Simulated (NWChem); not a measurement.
System: acetylene (C2H2); SMILES C#C

```xyz
4

C      0.0000     0.0000    -0.6026
C      0.0000     0.0000     0.6026
H      0.0000     0.0000    -1.6690
H      0.0000     0.0000     1.6690
```
Atoms are numbered in this order, from 1.

The geometry was optimised at B3LYP/6-31G* (spherical d).

Question: List the 4 lowest vertical singlet excitations and the 4 lowest triplet ones from LDA (Slater exchange, VWN5)/aug-cc-pVDZ, full TDDFT (NWChem).

Answer: 
```tsv
state	energy (eV)	oscillator strength	leading excitation (squared amplitude)
S1	6.74	0.000	HOMO−1 → LUMO+1 (0.50)
S2	7.02	0.000	HOMO−1 → LUMO (0.50)
S3	7.02	0.000	HOMO−1 → LUMO+1 (0.50)
S4	7.28	0.067	HOMO−1 → LUMO+2 (0.99)
T1	5.48	spin-forbidden	HOMO−1 → LUMO (0.50)
T2	6.19	spin-forbidden	HOMO−1 → LUMO (0.50)
T3	6.19	spin-forbidden	HOMO−1 → LUMO+1 (0.50)
T4	6.74	spin-forbidden	HOMO−1 → LUMO+1 (0.50)
```
